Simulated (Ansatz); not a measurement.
Crystal structures of phosphorus under PBEsol

Method: DFT, PBEsol, plane waves (420 eV) with PAW, scalar-relativistic in Ansatz. The PAW files were generated under PBE, with cores re-solved for the functional.

Each structure is relaxed within its own symmetry, so a high-lying one may be dynamically unstable. No dispersion correction is added.

```tsv
structure	ΔE (meV/atom)	V (Å³/atom)	cell	magnetic state
simple cubic	-29	14.11	a = 2.416 Å	spin not included
black phosphorus	0	17.56	a = 3.355 Å, b = 10.194 Å, c = 4.108 Å	spin not included
diamond	527	19.40	a = 5.374 Å	spin not included
bcc	528	13.69	a = 3.014 Å	spin not included
omega (AlB2-type)	536	13.81	a = 4.387 Å, c = 2.486 Å (c/a = 0.567)	spin not included
dhcp	664	14.09	a = 2.606 Å, c = 9.581 Å (c/a = 3.676)	spin not included
fcc	695	13.94	a = 3.821 Å	spin not included
A15	727	14.10	a = 4.832 Å	spin not included
```

ΔE counts from black phosphorus.

PBEsol puts simple cubic 29 meV/atom below black phosphorus, the structure of the real element at low temperature or room conditions.

Differences under about 8 meV lie within the error of the k-point mesh.
